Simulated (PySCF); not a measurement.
CH3CF2CN: full NMR table

| Quantity | Value |
| --- | --- |
| Formula | C3H3F2N |
| SMILES | CC(F)(F)C#N |
| InChI | InChI=1S/C3H3F2N/c1-3(4,5)2-6/h1H3 |
| Point group of the computed structure | Cs |
| Degrees of unsaturation | 2 |
| Carbon signals | 3 |
| Proton signals | 1 |

Atoms are numbered as in `[CH3:1][C:2]([F:3])([F:4])[C:5]#[N:6]`; H(Xn) means a hydrogen on atom n.

- shielding tensors at PBE0/pcSseg-1 (GIAO)
- GFN2-xTB geometry
- spin–spin couplings from B3LYP/pcJ-1
- run in PySCF
- relativity neglected, one conformer, one averaged value for each set of equivalent atoms, no solvent

δ = σ(ref) − σ, references computed at the same level: TMS for ¹H (σref 31.72) and ¹³C (σref 186.93); ¹⁹F (σref 170.95) against CFCl3; NH3 for ¹⁵N (σref 267.73).

```tsv
carbon	δC, type	δH (multiplicity, J in Hz)	HMBC from (abs. J ≥ 3 Hz)	span of the C tensor (ppm)
C1	29.8, CH3	2.02 (t, 16.2)	–	48
C2	115.5, C	–	H(C1)	46
C5	117.9, C	–	H(C1)	343
```

Other nuclei:
| atoms | nucleus | environment | δ (ppm) | σ (ppm) |
| --- | --- | --- | --- | --- |
| F3/F4 | ¹⁹F | fluorine of a CF2 group | -106.7 | 277.6 |
| N6 | ¹⁵N | nitrile nitrogen | 311.6 | -43.9 |

Selected couplings (Hz, signed; the shortest-range and largest first, 30 at most; isotopes ¹³C, ¹⁹F, ¹H, ¹⁵N): ¹J(C2,F3) -303.0, ¹J(C1,H(C1)) 139.0, ¹J(C2,C5) 97.6, ¹J(C1,C2) 49.1, ¹J(C5,N6) -20.4, ²J(F3,C5) 42.8, ²J(C1,F3) 25.2, ²J(C1,C5) 6.1, ²J(C2,N6) 1.7, ³J(F3,H(C1)) 16.2, ³J(F3,N6) 1.1.

Carbon types of the structure: 2 × C, 1 × CH3, which accounts for all hydrogens. δC 117.9: nitrile carbon; this is the usual window of a C≡N carbon, which has no attached hydrogen. δC 115.5: fully substituted sp3 carbon bonded to 2 F, α to a nitrile; 2 electronegative neighbours deshield it. δC 29.8: methyl carbon; saturated and bonded to C and H only. δH 2.02: hydrogen on a methyl carbon.

Common functionals overestimate the size of one-bond C–F couplings by tens of Hz; these are unscaled. Splittings below 1 Hz are ignored in the labels, and close J values are merged. Shifts are as computed. Against solution values, carbons near 30 ppm lie about +3 ppm off and those near 130 ppm about +5 ppm. Of 1211 compounds with measured shifts, 218 miss one by over three times the rms of a fit or turn the order of signals round; such compounds aren't used in these exercises. Unscaled 19F shifts against computed CFCl3 carry errors that often reach 10 to 50 ppm. Experimental scales use liquid or dissolved standards, which lie at an offset from isolated NH3 (liquid NH3: subtract about 20 ppm). Unscaled 15N shifts of sp2 nitrogen come out 20 to 40 ppm too high even then.
